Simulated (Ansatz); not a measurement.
The input, for Ansatz 0.2.0:

```yaml
crystal:
  periodic: [false, false, false]
  atoms:
    - {symbol: P, position_ang: [0.000000, 0.000000, 0.000000]}
    - {symbol: P, position_ang: [0.000000, 0.000000, 2.055800]}
basis:
  gaussian: {orbitals: 6-31G}
correlation: {active_space: {ras: {orbitals: [5, 0, 11], electrons: 7, max_holes: 2, max_particles: 2}, fixed_orbitals: true}}
accuracy: high
```

```sh
$ ansatz run in.yaml --threads 1 --pin off --events-out ev --progress --plain --max-ram 2393MiB
```

**Question.** One thing in this input was set wrong on purpose, beside settings that are merely unusual. What is the gravest fault, and what does the program do?

**Answer.** Electron count of the space is wrong. How the run ends: stopped by an error.
```
495 factors; integrals over basis functions are off by at most 3.7e-9 eV
mean field evaluation 1: about -18540.3162 eV, gradient 3.9e0 eV
mean field evaluation 2: about -18540.3210 eV, gradient 3.9e0 eV
mean field evaluation 4: about -18540.4154 eV, gradient 2.4e-1 eV
mean field evaluation 8: about -18540.4156 eV, gradient 9.1e-5 eV
mean field -18540.41558580 eV, -681.3477056329 hartree, gradient 7.8e-9 eV, S^2 0.000000; 0 other end points of the search recorded, 0 dependent functions left out
reference -18540.41558580 eV, -681.3477056329 hartree; 15, 15 occupied and 11, 11 virtual orbitals, 495 factors
Error: 7 electrons in 16 orbitals form no window around the highest filled level of the reference
```
